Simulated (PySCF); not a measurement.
Gas-phase reaction: 4 AlH + 3 C3H8 → 4 AlH(CH3)2 + C

Computed with PySCF and rigid-rotor harmonic-oscillator thermochemistry at 1 bar. † marks an energy on the PBE0/def2-TZVP geometry and frequencies; other levels use their own. MP2 and CCSD(T) freeze the core. 6-31G* has spherical d functions here. Open shells (unrestricted): C (multiplicity 3, electronic degeneracy 9); the rest are closed-shell singlets. Spin-orbit splitting is ignored; it lowers the true energy and changes the entropy of C. B3LYP is the form with VWN-RPA correlation. Methyl groups turn as free rotors in AlH(CH3)2. AlH(CH3)2: computed as isolated molecules; such fragments, hydroxides, amides, oligomers or adducts are transient or little studied in the gas. MP2 isn't extrapolated to the basis-set limit; its ΔH°(298 K) is 78.5 kJ in def2-SVP and 11.1 kJ in def2-TZVPP. CCSD(T) isn't extrapolated to the basis-set limit; its ΔH°(298 K) is 139.6 kJ in def2-SVP and 51.4 kJ in def2-TZVPP. The harmonic model lacks anharmonicity and excited electronic states, which grow with temperature; levels with a mode under 35 cm⁻¹ are left out. Internal rotation in C3H8 is treated as a harmonic vibration of one conformer, which makes the entropy rough.

```json
[
 {"level": "B3LYP/6-31G*", "ΔE electronic, kJ": "192", "ΔH°(298 K), kJ": "145", "ΔS°(298 K), J/K": "-156", "ΔG°(1800 K), kJ": "372"},
 {"level": "B3LYP/def2-TZVP†", "ΔE electronic, kJ": "116", "ΔH°(298 K), kJ": "66", "ΔS°(298 K), J/K": "-154", "ΔG°(1800 K), kJ": "285"},
 {"level": "CCSD(T)/def2-SVP†", "ΔE electronic, kJ": "189", "ΔH°(298 K), kJ": "140", "ΔS°(298 K), J/K": "-154", "ΔG°(1800 K), kJ": "358"},
 {"level": "HF/def2-TZVP†", "ΔE electronic, kJ": "4", "ΔH°(298 K), kJ": "-46", "ΔS°(298 K), J/K": "-154", "ΔG°(1800 K), kJ": "173"},
 {"level": "MP2/def2-TZVPP†", "ΔE electronic, kJ": "61", "ΔH°(298 K), kJ": "11", "ΔS°(298 K), J/K": "-154", "ΔG°(1800 K), kJ": "230"},
 {"level": "r2SCAN/def2-TZVP†", "ΔE electronic, kJ": "4", "ΔH°(298 K), kJ": "-45", "ΔS°(298 K), J/K": "-154", "ΔG°(1800 K), kJ": "173"}
]
```
ΔH° is lowest at HF/def2-TZVP† and highest at B3LYP/6-31G*. No reference value is set beside these.
